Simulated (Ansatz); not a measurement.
## Cubic perovskite KTaO3

The numbers are results of PBE0 (Ansatz, a first-principles code, plane waves, PAW), not measurements.

Settings: plane-wave cutoff 520 eV, 6×6×6 k mesh, scalar-relativistic PAW data made under PBE.

Cell (relaxed at this level):

```
KTaO3
1.0
    3.98585     0.00000     0.00000
    0.00000     3.98585     0.00000
    0.00000     0.00000     3.98585
K Ta O
1 1 3
Cartesian
  0.00000   0.00000   0.00000
  1.99292   1.99292   1.99292
  1.99292   0.00000   1.99292
  0.00000   1.99292   1.99292
  1.99292   1.99292   0.00000
```

```json
{
  "elastic constant C11": "467 GPa",
  "elastic constant C12": "85.4 GPa",
  "elastic constant C44": "110 GPa",
  "Voigt–Reuss–Hill bulk modulus": "213 GPa",
  "polycrystal shear modulus (Hill average)": "137 GPa",
  "young_modulus": "339 GPa",
  "poisson_ratio": "0.235"
}
```

Measured, for comparison: elastic constant C11 431 GPa, elastic constant C12 103 GPa, elastic constant C44 109 GPa (temperature not stated, no zero-point or thermal correction; as tabulated in arXiv:2111.11352). Computed (rounded) less measured: elastic constant C11 +8 %, elastic constant C12 -17 %, elastic constant C44 +0.9 %. A static lattice is as a rule a little smaller and stiffer than an uncorrected measurement, which narrows the difference in the elastic constant C11 and would widen misses of the other sign.

Elastic constants are with the ions relaxed.

Spin–orbit coupling is not included.

Static lattice: no zero-point or thermal effects.

Computing time: around 50 core-minutes (rough).
